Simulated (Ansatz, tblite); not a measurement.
# (H3Si)2CH2 (CH₈Si₂): one state, many levels

Aim: run the singlet of (H3Si)2CH2 (CH₈Si₂) at one geometry on many levels, and compare frontier levels, spin and run time.

The runs use Ansatz 0.2.0, Gaussian basis; as each input shows.

The runs, in order: GFN1-xTB, GFN2-xTB, PBE-D4/def2-TZVP, r2SCAN-D4/def2-TZVP, HF/def2-TZVP, ωB97M-V/def2-TZVP, CAM-B3LYP-D4/def2-TZVP, PBE-D4/def2-SVP, PBE0-D4/def2-SVP, HF/STO-3G, CCSD(T)/def2-TZVPP, MP2/def2-TZVP.

2 further runs of the same task are left out: 2 set aside as unsound or not needed.

## (1) The structure

The geometry is that of the singlet, from an earlier relaxation (PBE-D4/def2-SVP).

11 atoms, charge 0, spin multiplicity 1.

Bond lengths: C1–Si2 1.893 Å, C1–Si3 1.893 Å, C1–H10 1.112 Å, C1–H11 1.112 Å, Si2–H4 1.506 Å, Si2–H5 1.506 Å, Si2–H6 1.506 Å, Si3–H7 1.506 Å, Si3–H8 1.506 Å, Si3–H9 1.506 Å. Angles: Si2–C1–Si3 114.6°, Si2–C1–H10 108.8°, Si2–C1–H11 108.7°, Si3–C1–H10 108.7°, Si3–C1–H11 108.8°, H10–C1–H11 107.0°, C1–Si2–H4 111.2°, C1–Si2–H5 110.2°, C1–Si2–H6 110.1°, H4–Si2–H5 108.5°, H4–Si2–H6 108.5°, H5–Si2–H6 108.4°, C1–Si3–H7 110.1°, C1–Si3–H8 110.2°, C1–Si3–H9 111.2°, H7–Si3–H8 108.4°, H7–Si3–H9 108.5°, H8–Si3–H9 108.5°.

As a file:

```
C     0.0229    0.3409    0.7040
Si   -0.9312   -1.2607    0.3733
Si    0.9172    1.0510   -0.8062
H    -1.5874   -1.7731    1.6279
H     0.0015   -2.3232   -0.1448
H    -1.9993   -1.0220   -0.6606
H     1.9393    0.0677   -1.3117
H    -0.0676    1.3223   -1.9125
H     1.6203    2.3387   -0.4677
H     0.7700    0.1543    1.5056
H    -0.6857    1.1041    1.0925
```

PBE0-D4/def2-TZVP was run before; its log isn't repeated, and its numbers join the tables.

## (2) GFN1-xTB

Tight binding, by tblite at 300 K electronic temperature and without a spin-polarisation term:

```python
tblite.interface.Calculator('GFN1-xTB', numbers, positions, charge=0, uhf=0).singlepoint()
```

Energy -275.8330 eV, HOMO -11.98 eV, LUMO -5.75 eV; 0.009 s.

## (3) GFN2-xTB

Tight binding, by tblite at 300 K electronic temperature and without a spin-polarisation term:

```python
tblite.interface.Calculator('GFN2-xTB', numbers, positions, charge=0, uhf=0).singlepoint()
```

Energy -262.9061 eV, HOMO -10.74 eV, LUMO -5.14 eV; 0.005 s.

## (4) PBE-D4/def2-TZVP

start.molden holds the orbitals of an earlier run on this state, given as this run's starting guess.

The input, in.yaml:

```yaml
crystal:
  periodic: [false, false, false]
  atoms:
    - {symbol: C, position_ang: [0.022907, 0.340903, 0.703978]}
    - {symbol: Si, position_ang: [-0.931177, -1.260672, 0.373342]}
    - {symbol: Si, position_ang: [0.917192, 1.050967, -0.806224]}
    - {symbol: H, position_ang: [-1.587389, -1.773117, 1.627937]}
    - {symbol: H, position_ang: [0.001455, -2.323176, -0.144777]}
    - {symbol: H, position_ang: [-1.999308, -1.021993, -0.660582]}
    - {symbol: H, position_ang: [1.939256, 0.067744, -1.311701]}
    - {symbol: H, position_ang: [-0.067583, 1.322276, -1.912480]}
    - {symbol: H, position_ang: [1.620349, 2.338668, -0.467674]}
    - {symbol: H, position_ang: [0.769976, 0.154275, 1.505640]}
    - {symbol: H, position_ang: [-0.685678, 1.104134, 1.092550]}
basis:
  gaussian: {orbitals: def2-TZVP, initial_orbitals: start.molden}
hamiltonian: {xc: pbe, dispersion: d4}
scf: {omitted_lower_state_checks: [starts]}
output: {forces: true, orbitals: {seedname: orbitals}}
```

Launch:

```bash
$ ansatz run in.yaml --threads 2 --pin off --events-out ev --progress --plain --max-ram 4352MiB
```

After this run come: r2SCAN-D4/def2-TZVP; HF/def2-TZVP; ωB97M-V/def2-TZVP; CAM-B3LYP-D4/def2-TZVP; PBE-D4/def2-SVP; PBE0-D4/def2-SVP; HF/STO-3G; CCSD(T)/def2-TZVPP; MP2/def2-TZVP.

Before running them: what should the planned runs give, taken together? Wanted: gap in def2-TZVP, named functionals and Hartree-Fock, smallest and largest; correlation energy, CCSD(T)/def2-TZVPP; correlation energy, MP2/def2-TZVP; binding an atom, CCSD(T)/def2-TZVPP; PBE0 total energy, smallest basis above largest.

As calculated:

| quantity | value |
| --- | --- |
| gap in def2-TZVP, named functionals and Hartree-Fock, smallest and largest | 6.95 eV (PBE-D4), 14.69 eV (HF) |
| correlation energy, CCSD(T)/def2-TZVPP | -14.05 eV |
| correlation energy, MP2/def2-TZVP | -11.33 eV |
| binding an atom, CCSD(T)/def2-TZVPP | 3.239 eV |
| PBE0 total energy, smallest basis above largest | 6.70 eV (def2-SVP, def2-TZVP) |

What this shows: Orbital gaps of the named functionals and Hartree-Fock in def2-TZVP span 6.95 eV (PBE-D4) to 14.69 eV (HF); exact exchange widens it. A small miss in a minimal or small basis is a cancelling of errors, not accuracy. The functionals in def2-TZVP miss CCSD(T)/def2-TZVPP by +0.030 (PBE0-D4) to +0.075 eV (CAM-B3LYP-D4) an atom. CCSD(T)/def2-TZVPP isn't at the basis-set limit; small misses against it rank nothing.
